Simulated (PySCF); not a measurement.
CCSD(T) against full CI for several species

Each species is computed at the geometry given (Å), with frozen cores, in PySCF 2.14.0: RHF-CCSD(T) for singlets, UHF-CCSD(T) otherwise, and full CI in the same basis. The script picks the determinant by trial CCSD, so it needn't be the lowest Hartree–Fock solution. States: B2H quartet Σ⁻ or Δ, SiC triplet Π, AlN singlet Σ⁺ or Δ, SiN quartet Π, SiH4 triplet A''. Cases whose determinant has another symmetry than full CI's state, or whose (Q) step broke down, weren't drawn.

Question: Judging by size, spin and bonding and the diagnostics given, rank them by the size of CCSD(T)'s error in total energy against full CI in the same basis, smallest first (an estimate).
A. SiC, triplet, 6-31G: Si 0.000 0.000 0.000; C 0.000 0.000 1.525. T1 0.075, (T) -96 meV in a correlation energy of -3.07 eV
B. AlN, singlet, 6-31G: Al 0.000 0.000 0.000; N 0.000 0.000 1.320. T1 0.119, (T) -471 meV in a correlation energy of -5.89 eV
C. SiH4, triplet, 6-31G: Si 0.000 0.007 0.007; H -0.009 0.854 0.848; H -0.017 -1.070 1.092; H 0.016 1.085 -1.078; H 0.011 -1.078 -1.070. T1 0.013, (T) -30 meV in a correlation energy of -2.28 eV
D. B2H, quartet, 6-31G: B 0.000 0.000 0.114; B 0.000 0.000 -1.406; H 0.000 0.000 1.292. T1 0.017, (T) -53 meV in a correlation energy of -2.34 eV
E. SiN, quartet, 6-31G: Si 0.000 0.000 0.000; N 0.000 0.000 2.257. T1 0.063, (T) -64 meV in a correlation energy of -2.84 eV

Answer: C (12.5 meV), D (22.7 meV), E (40.7 meV), A (53.8 meV), B (90.9 meV).

| species | basis | correlated electrons | CCSD(T) − full CI (meV) | CCSDT(Q) − full CI (meV) | unpaired electrons (full CI) | T1 | ⟨S²⟩ of the determinant |
| --- | --- | --- | --- | --- | --- | --- | --- |
| SiH4, triplet | 6-31G | 8 | 12.5 | – | 2.03 | 0.013 | 2.03 |
| B2H, quartet | 6-31G | 7 | 22.7 | – | 3.02 | 0.017 | 3.76 |
| SiN, quartet | 6-31G | 9 | 40.7 | – | 3.15 | 0.063 | 4.10 |
| SiC, triplet | 6-31G | 8 | 53.8 | – | 2.12 | 0.075 | 2.30 |
| AlN, singlet | 6-31G | 8 | -90.9 | -36.3 | 0.74 | 0.119 | 0.00 |

Unpaired electrons are Σ n²(2−n)² over natural occupations; an open shell counts its own unpaired electrons too. Frozen cores follow each run's orbitals, which moves totals by a few meV. A dash: (Q) wasn't run for open shells.
